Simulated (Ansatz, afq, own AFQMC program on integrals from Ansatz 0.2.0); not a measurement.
# Si2NH7, singlet in def2-TZVP, levels against AFQMC with the constraint released

```yaml
atoms:
  - { symbol: Si, position_ang: [-1.0537, 0.7692, -0.8900] }
  - { symbol: N, position_ang: [0.1153, 0.4978, 0.3719] }
  - { symbol: Si, position_ang: [1.0087, -0.9444, 0.7646] }
  - { symbol: H, position_ang: [-1.3959, -0.5592, -1.4766] }
  - { symbol: H, position_ang: [-0.5400, 1.6591, -1.9804] }
  - { symbol: H, position_ang: [-2.2906, 1.4132, -0.3463] }
  - { symbol: H, position_ang: [0.3571, 1.3195, 0.9215] }
  - { symbol: H, position_ang: [0.4172, -2.0657, -0.0220] }
  - { symbol: H, position_ang: [0.9164, -1.2515, 2.2266] }
  - { symbol: H, position_ang: [2.4654, -0.8380, 0.4308] }
```

Basis def2-TZVP. Noble-gas cores (and the filled d shells of Ga–Kr and In–Xe) are frozen. Integrals, coupled cluster, full CI and functionals: Ansatz 0.2.0; the random walks run on the same integrals in our own AFQMC program. ph-AFQMC/CISD is guided by a CISD state made of CCSD amplitudes; releasing the constraint for a short imaginary time cuts its bias at the price of noise, slowly where states lie close. Error bars are statistical, one sigma.

Determinant: RHF, the one that the program's search chose, which needn't be the lowest solution. The geometry is a PBE0/def2-SVP stationary point of this or a neighbouring charge and spin state.

No full CI on the walks' own integrals is used here. The released AFQMC energy serves as the reference, which it does only where one determinant dominates, the energy is flat over the last release times and near the phaseless one (40 meV or 2 meV an electron, half that with transition metals). On small molecules, where full CI could be run and the noise was under 10 meV, such values lay within 10 meV of it in 19 cases of 20, a flattering rate, since the rule was set on those same cases; what remains of the bias isn't in the error bar.

Cautions: the released value is read at 1.50 1/Eh with a noise of 12 meV, more than in the cases checked (meV from the phaseless value at times in 1/Eh: -10 ± 6 at 0.24, -1 ± 8 at 0.51, 12 ± 9 at 0.99, 3 ± 12 at 1.50).

```
T1 diagnostic                               : 0.0109
weight of the determinant in the CISD state : 0.820
size of the correlated space                : 20 electrons in 136 orbitals
```

| level | correlation energy (eV) |
| --- | --- |
| MP2 | -12.2243 |
| CCSD | -13.6399 |
| CCSD(T) | -14.0887 |

Estimate where phaseless AFQMC with a CISD trial lies against CCSD(T) on the same integrals.

1.59 ± 0.26 mEh below CCSD(T).

Reference: AFQMC with the constraint released, correlation energy -14.129 ± 0.012 eV.

```tsv
level	E − E(reference) (mEh)	share of correlation (%)
CCSD(T)	1.48 ± 0.44	99.72
ph-AFQMC/CISD	-0.12 ± 0.51	100.02
```

Released energies are given only where the last usable release times agree within the noise; a slower fall can still hide under it.
